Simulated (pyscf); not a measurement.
H₃C–Al(CH₃)–NH₂ (SMILES [CH3][Al]([CH3])[NH2]) → H₃C–CH₂–AlH–NH₂ (SMILES C[CH2][AlH][NH2]), a concerted two-bond exchange (singlet surface; Al–C, C–H broken, C–C, Al–H formed). Single points on ωB97X-D3(BJ)/def2-SVP structures (PySCF, gas phase). MP2 and CC: frozen core, UHF for open shells. ΔMP2 is the change of the MP2 total energy from the triple- to the quadruple-zeta basis. Energies in kJ/mol from the reactant's lowest minimum found.

Small-basis levels: PySCF, no dispersion term, spherical d functions. 

**Question.** In single points MP2/6-31G* puts the saddle at 431.0 kJ/mol and the reaction energy at +48.8 kJ/mol. Should these be trusted to within a few kcal/mol? Compare with CCSD(T)/def2-TZVPP + ΔMP2(QZVPP).

**Answer.** CCSD(T)/def2-TZVPP + ΔMP2(QZVPP) gives ΔE‡ = 400.0 kJ/mol and ΔE = +62.4 kJ/mol. MP2/6-31G* lies 31.0 kJ/mol over it in the barrier and 13.6 kJ/mol under it in the reaction energy, so on this step it does not hold to within 12.6 kJ/mol. CCSD(T)/def2-TZVPP + ΔMP2(QZVPP) has limits of its own. The same reactants have a lower exit, to CH₄ + H₃C–Al=NH (barrier +309.0 kJ/mol at ωB97M-D3(BJ)/def2-TZVP, against +400.1 kJ/mol here). One saddle was located; it need not be the lowest between these sides. The CCSD(T) − MP2 part came from Ansatz, without density fitting, on the same reference.
